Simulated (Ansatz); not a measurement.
**SiH₄ (singlet): from Hartree-Fock to the top rungs at distance H1–H2 along a hydrogen transfer = 0.836 Å, cc-pVDZ**

How much of the correlation energy of SiH₄ (singlet) does each wave-function method recover here?

Program: Ansatz 0.2.0, Gaussian basis. Level of theory: cc-pVDZ, core rule «outside noble gas», up to 5 orbitals frozen. These are calculated values, not measurements.

The runs, in order: UHF; CCSD(T) on RHF; CCSD(T) on UHF; BCCD(T) on RHF; CISD; CCSDT(Q) on RHF; CCSDT(Q) on UHF; CCSDTQ on RHF; CCSDTQ on UHF; CASSCF and MRCISD+Q, 2 electrons in 2 orbitals; CASSCF and NEVPT2, 2 electrons in 2 orbitals; CASSCF and MRCISD+Q, 8 electrons in 8 orbitals; CASSCF and MRCISD+Q(relaxed), 8 electrons in 8 orbitals; CASSCF and NEVPT2, 8 electrons in 8 orbitals.

### 1 The system

The geometry derives from fragments relaxed apart (PBE0/def2-TZVP) and kept rigid, so it is no stationary point. A hydrogen atom is moved between rigid fragments.

5 atoms, charge 0, spin multiplicity 1.

Atoms are counted from 1 here; the program's logs count them from 0.

Bond lengths: H1–H2 0.836 Å, Si3–H4 1.526 Å, Si3–H5 1.526 Å. Angles: H4–Si3–H5 91.2°.

### 2 UHF

Contents of in.yaml:

```yaml
crystal:
  periodic: [false, false, false]
  atoms:
    - {symbol: H, position_ang: [-2.712346, 0.054876, 0.000000]}
    - {symbol: H, position_ang: [-1.876346, 0.054876, 0.000000]}
    - {symbol: Si, position_ang: [0.112654, 0.054876, 0.000000]}
    - {symbol: H, position_ang: [0.724834, -0.819409, 1.090012]}
    - {symbol: H, position_ang: [0.724834, -0.819409, -1.090012]}
basis:
  gaussian: {orbitals: cc-pVDZ}
magnetization: {spin_polarized: true, initial_magnetization: 0}
hamiltonian: {xc: hf}
output: {orbitals: {seedname: orbitals}}
```

Launch:

```sh
ansatz run in.yaml --threads 1 --pin off --events-out ev --progress --plain --max-ram 2816MiB --backend cpu
```

After this run come: CCSD(T) on RHF; CCSD(T) on UHF; BCCD(T) on RHF; CISD; CCSDT(Q) on RHF; CCSDT(Q) on UHF; CCSDTQ on RHF; CCSDTQ on UHF; CASSCF and MRCISD+Q, 2 electrons in 2 orbitals; CASSCF and NEVPT2, 2 electrons in 2 orbitals; CASSCF and MRCISD+Q, 8 electrons in 8 orbitals; CASSCF and MRCISD+Q(relaxed), 8 electrons in 8 orbitals; CASSCF and NEVPT2, 8 electrons in 8 orbitals.

**Question.** What will the summary of the whole plan be? Wanted: RCCSDTQ below the RHF energy; RMP2 from RCCSDTQ; RCCSD from RCCSDTQ; RCCSD(T) from RCCSDTQ; RCCSDT(Q) from RCCSDTQ; MRCISD+Q pair from RCCSDTQ; NEVPT2 valence from RCCSDTQ; MRCISD+Q valence from RCCSDTQ; T1 diagnostic.

**Answer**, as computed:

| quantity | value |
| --- | --- |
| RCCSDTQ below the RHF energy | -4.4107 eV |
| RMP2 from RCCSDTQ | +1101.8 meV |
| RCCSD from RCCSDTQ | +109.9 meV |
| RCCSD(T) from RCCSDTQ | +25.4 meV |
| RCCSDT(Q) from RCCSDTQ | +0.7 meV |
| MRCISD+Q pair from RCCSDTQ | -23.2 meV |
| NEVPT2 valence from RCCSDTQ | +795.3 meV |
| MRCISD+Q valence from RCCSDTQ | +18.7 meV |
| levels within 1 kcal/mol (43 meV) | RCCSD(T), BCCD(T), RCCSDT, RCCSDT(Q), MRCISD+Q pair, MRCISD+Q valence, MRCISD+Q(relaxed) valence |
| T1 diagnostic | 0.014 |
| effectively unpaired electrons | 0.07 |

What this shows: RCCSD(T) misses by +25.4 meV, 0.6 % of the correlation energy. One determinant dominates. Of the multireference levels listed MRCISD+Q valence comes nearest in total energy (+18.7 meV), which doesn't show that its space is the better one. These misses are within one basis, not against nature.
